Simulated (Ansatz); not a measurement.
**Barium, bcc: convergence with cold smearing**

Computed with Ansatz, LDA, scalar-relativistic PAW, on the relaxed cell (a = 4.758 Å; spin not included). Errors count from a run at 420 eV on a Γ-centred 15×15×15 mesh with Fermi-Dirac smearing of 0.1 eV, extrapolated to zero width. Fixed here: cutoff 420 eV, mesh 9×9×9. The SCF starts from atomic densities corrected by a trained network.

```
width (eV)  E(σ→0) error (meV/atom)  F error (meV/atom)  P (GPa)  SCF iterations
      0.01                      2.1                 2.1    -0.01               5
      0.03                      2.1                 2.1    -0.04               5
       0.1                      2.1                 1.5    -0.05               5
       0.2                     -0.5                 0.9    -0.08               5
       0.6                     17.2                 9.2     0.11               5
       1.0                     37.1               -50.5     0.40               5
```

What does the run at 0.3 give (width)?

E(σ→0) error (meV/atom): 0.4; F error (meV/atom): 5.1; P (GPa): -0.04; SCF iterations: 5.
